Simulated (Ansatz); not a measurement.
Naphthalene C10H8, treated with LDA (plane waves, PAW; Ansatz, a first-principles code).

Settings: plane-wave cutoff 500 eV, 6×8×6 k mesh (along the axes of the cell as run), Fermi–Dirac smearing 0.05 eV, scalar-relativistic PAW data made under PBE.

Cell (relaxed at this level):

Space group P2₁/c (No. 14); a = 7.420 Å, b = 5.789 Å, c = 7.793 Å, α = 90.00°, β = 113.03°, γ = 90.00°

```
atom  site  symmetry       x       y       z
----  ----  --------  ------  ------  ------
C       4e         1  0.6635  0.4782  0.2454
C       4e         1  0.2285  0.8307  0.1148
C       4e         1  0.9612  0.1090  0.0101
C       4e         1  0.0758  0.2578  0.1542
C       4e         1  0.2597  0.1937  0.2746
H       4e         1  0.5166  0.4265  0.1489
H       4e         1  0.2870  0.6619  0.0987
H       4e         1  0.0149  0.4258  0.1688
H       4e         1  0.3464  0.3109  0.3873
```

Task: Give the computed band gap.

Result: 
* **band gap**: 2.82 eV (on the SCF k mesh)

Measured, for comparison: band gap 5.29 eV (temperature not stated, no zero-point or thermal correction, photoemission, molecular crystal; as tabulated in Skone et al. (2016), arXiv:1605.02812). Computed (rounded) less measured: band gap -2.47 eV.

Note: the volume lies 10 % below that of the published cell.

Computed values are for the static lattice.

The result took around 40 core-minutes (rough).
